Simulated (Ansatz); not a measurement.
`F/C=C1\CCS1` + H₂ → `C=C1CCS1` + H–F at 298.15 K and 1 bar (hydrogenolysis of a C–F bond).

Calculated with Ansatz (gas phase, PBE0-D4/def2-TZVP geometries, no zero-point term in ΔE). CBS: MP2 limit from def2 TZ/QZ plus the TZ coupled-cluster correction, frozen cores. This one scheme is used for every species.

```
      species  CCSD(T)/CBS energy (Eh)  H − E (kJ/mol)  S (J/(mol·K))
`F/C=C1\CCS1`               -652.72983           232.6          333.1
           H₂                 -1.17544            35.1          130.4
   `C=C1CCS1`               -553.55314           249.2          311.1
          H–F               -100.39570            33.5          173.6
```

H − E and S are ideal-gas, rigid-rotor, harmonic terms from PBE0-D4/def2-TZVP. The MP2-based limit puts H₂ 0.8 mEh under its directly extrapolated value; such offsets cancel only in part. 1 Eh = 2625.50 kJ/mol, R = 8.31446 J/(mol·K).

Q: By hand: ΔE, ΔH, ΔS and ΔG.

A: ΔE = (-553.55314) + (-100.39570) − (-652.72983) − (-1.17544) = -0.04357 Eh = -114.4 kJ/mol. Δ(H − E) = 249.2 + 33.5 − 232.6 − 35.1 = 15.0, so ΔH = -99.4 kJ/mol. ΔS = 311.1 + 173.6 − 333.1 − 130.4 = 21.2 J/(mol·K). ΔG = -99.4 − 298.15 × (21.2)/1000 = -105.7 kJ/mol.

Q: By hand: the equilibrium constant, and the temperature at which ΔG would vanish if ΔH and ΔS stayed fixed.

A: log₁₀ K = −ΔG/(RT ln 10) = 18.5. ΔH and −TΔS have one sign here, so there is no such temperature.

ΔH outweighs TΔS. A doubt of 5 kJ/mol in ΔE shifts log₁₀ K by 0.9 here. Modes under 60 cm⁻¹, often nearly free rotors, make the harmonic entropy too high. These are equilibria of isolated gas molecules and say nothing of rates. Largest T1 diagnostic: 0.012 (customary marks: 0.02 for closed shells, 0.045 for open ones).
